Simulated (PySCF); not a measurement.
Gas-phase reaction: 5 SiCl2F2 + 2 SiCl = 4 SiCl3F + 3 SiF2

Method: PySCF energies (xtb for GFN2) plus ideal-gas RRHO corrections (1 bar). † marks an energy on the PBE0/def2-TZVP geometry and frequencies; other levels use their own. MP2 and CCSD(T) freeze the core. Open shells (unrestricted): SiCl (multiplicity 2); the rest are closed-shell singlets. GFN2 has no spin-polarisation term. Spin-orbit splitting is ignored; it lowers the true energy and changes the entropy of SiCl. B3LYP is the form with VWN-RPA correlation. MP2 isn't extrapolated to the basis-set limit. CCSD(T) isn't extrapolated to the basis-set limit.

| level | ΔH°(298 K), kJ |
|---|---|
| B3LYP/def2-TZVP† | [?] |
| CCSD(T)/def2-SVP† | -103 |
| GFN2-xTB | -137 |
| MP2/def2-SVP† | -102 |
| MP2/def2-TZVPP† | [?] |
| PBE/def2-TZVP† | [?] |
| PBE0/def2-TZVP | -87 |
| LDA/def2-TZVP† | -139 |
| ωB97M-V/def2-TZVP† | -144 |
| ωB97X-V/def2-TZVP† | [?] |

**Question.** Fill in the missing entries.

**Answer.** 
- B3LYP/def2-TZVP†, ΔH°(298 K), kJ: -105
- MP2/def2-TZVPP†, ΔH°(298 K), kJ: -106
- PBE/def2-TZVP†, ΔH°(298 K), kJ: -120
- ωB97X-V/def2-TZVP†, ΔH°(298 K), kJ: -115
